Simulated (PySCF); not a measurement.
Molecule: `C=CC(=O)F`, C₃H₃FO.

Cartesian coordinates in Å; atom numbers follow the order of the lines, from 1:
```xyz
8

C     0.9872    0.7719   -0.0772
C     0.1410   -0.1013    0.4733
C    -0.9898   -0.6348   -0.3103
O    -1.2779   -0.3954   -1.4357
F    -1.7252   -1.4821    0.4223
H     0.8450    1.0942   -1.1130
H     1.8321    1.1794    0.4828
H     0.2444   -0.4508    1.5032
```

Geometry PBE0-D3(BJ)/def2-SVP throughout; GIAO in PySCF 2.14.0 with density-fitted response routines, gas phase, one conformer, non-relativistic; equivalent atoms averaged; basis pcSseg-2.

For orientation, wB97X-D gives these shifts δ (against TMS, H2O, CFCl3 at the same level): C3 168.5, C1 154.0, C2 136.6, O4 414.4, F5 43.1, H6 7.26, H7 6.48, H8 6.31 ppm.

A run gave: C3 164.4, C1 149.3, C2 132.3, O4 402.2, F5 34.8, H6 7.16, H7 6.38, H8 6.27 ppm (shifts δ (against TMS, H2O, CFCl3 at the same level)).

**Question.** Which functional was used in that run?
A. BHandHLYP
B. CAM-B3LYP
C. WP04
D. B97-2

**Answer.** D. C3 tells them apart best: B97-2 gives 164.4, BHandHLYP gives 168.2, WP04 gives 168.3, CAM-B3LYP gives 170.3 ppm.
